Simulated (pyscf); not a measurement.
HO–B(OH)–F + HF → HO–B(F)–F + H₂O, a four-centre exchange (singlet surface; B–O, F–H broken, B–F, H–O formed). PySCF, gas phase, ωB97X-D3(BJ)/def2-SVP geometries. MP2 and CC: frozen core, UHF for open shells. ΔMP2 is the change of the MP2 total energy from the triple- to the quadruple-zeta basis. Energies in eV from the separated reactants.

Small-basis levels: PySCF, no dispersion term, spherical d functions. AM1 to PM7: differences of heats of formation from MOPAC, which are fitted to 298 K values and so differ in kind from electronic energies by zero-point and thermal terms. GFN2-xTB: tblite. Cost: rough CPU time at the saddle relative to B3LYP/6-31G*, from one job on a shared machine.

```tsv
level	barrier	reaction energy	cost
HF/3-21G	-0.16	-0.32	0.06
HF/6-31G*	1.01	-0.34	0.1
MP2/6-31G*	(withheld)	-0.31	0.1
BP86/6-31G*	0.06	-0.40	2
B3LYP/STO-3G	-1.15	-0.68	0.5
B3LYP/LANL2DZ	0.50	+0.11	0.8
M06-2X/6-31G*	0.19	-0.33	3
B3LYP/6-311+G**	(withheld)	-0.07	2
GFN2-xTB	0.73	-0.25	under 0.02
AM1	2.27	+0.06	under 0.02
PM3	1.20	-0.19	under 0.02
PM7	1.00	-0.54	under 0.02
CCSD(T)/def2-TZVPP + ΔMP2(QZVPP)	(withheld)	-0.14	–
```

**Question.** Fill in the missing entries.

**Answer.** 
- MP2/6-31G*, barrier: 0.37
- B3LYP/6-311+G**, barrier: 0.90
- CCSD(T)/def2-TZVPP + ΔMP2(QZVPP), barrier: 0.80

Against the last row the barrier runs from -1.95 (B3LYP/STO-3G) to +1.47 eV (AM1); GFN2-xTB happens to lie closest here (0.07 eV apart). At HF/3-21G, B3LYP/STO-3G this geometry lies under one side, so the entry may be no barrier of that level: it is a single point on another level's saddle. CCSD(T)/def2-TZVPP + ΔMP2(QZVPP) has limits of its own. On the reactant side the descent ends in a complex, 0.23 eV under the separated species and 0.92 eV under the saddle at ωB97X-D3(BJ)/def2-TZVP. On the product side the descent ends in a complex, 0.24 eV under the separated species and 1.08 eV under the saddle at ωB97X-D3(BJ)/def2-TZVP. At ωB97X-D3(BJ)/def2-TZVP the barrier from the zero used here is 0.69 eV. One saddle was located; it need not be the lowest between these sides. The CCSD(T) − MP2 part came from Ansatz, without density fitting, on the same reference.
